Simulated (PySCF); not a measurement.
C2H3, SMILES [CH]=C, multiplicity 2.

Geometry: PBE-D3(BJ)/def2-TZVP. The isomer is the one that the SMILES or the coordinates give; other isomers of the formula were not compared.

These are PBE-D3(BJ)/def2-TZVP run with PySCF values and carry that method's errors.

Frequencies are harmonic and unscaled.

Task: Give all harmonic wavenumbers and intensities. (An estimate is asked for; the answer gives what the named calculation found.)

Result: 
```json
[
 {"mode": "1", "ν (cm⁻¹)": "680", "IR (km/mol)": "24.9", "moving atoms (share of kinetic energy)": "H 95 %"},
 {"mode": "2", "ν (cm⁻¹)": "783", "IR (km/mol)": "14.0", "moving atoms (share of kinetic energy)": "H 77 %, C 23 %"},
 {"mode": "3", "ν (cm⁻¹)": "882", "IR (km/mol)": "77.8", "moving atoms (share of kinetic energy)": "H 81 %, C 19 %"},
 {"mode": "4", "ν (cm⁻¹)": "1005", "IR (km/mol)": "8.6", "moving atoms (share of kinetic energy)": "H 64 %, C 36 %"},
 {"mode": "5", "ν (cm⁻¹)": "1343", "IR (km/mol)": "9.2", "moving atoms (share of kinetic energy)": "H 92 %"},
 {"mode": "6", "ν (cm⁻¹)": "1617", "IR (km/mol)": "1.9", "moving atoms (share of kinetic energy)": "C 90 %, H 10 %"},
 {"mode": "7", "ν (cm⁻¹)": "2972", "IR (km/mol)": "5.1", "moving atoms (share of kinetic energy)": "H 94 %"},
 {"mode": "8", "ν (cm⁻¹)": "3070", "IR (km/mol)": "2.6", "moving atoms (share of kinetic energy)": "H 91 %, C 9 %"},
 {"mode": "9", "ν (cm⁻¹)": "3178", "IR (km/mol)": "0.8", "moving atoms (share of kinetic energy)": "H 90 %, C 10 %"}
]
```
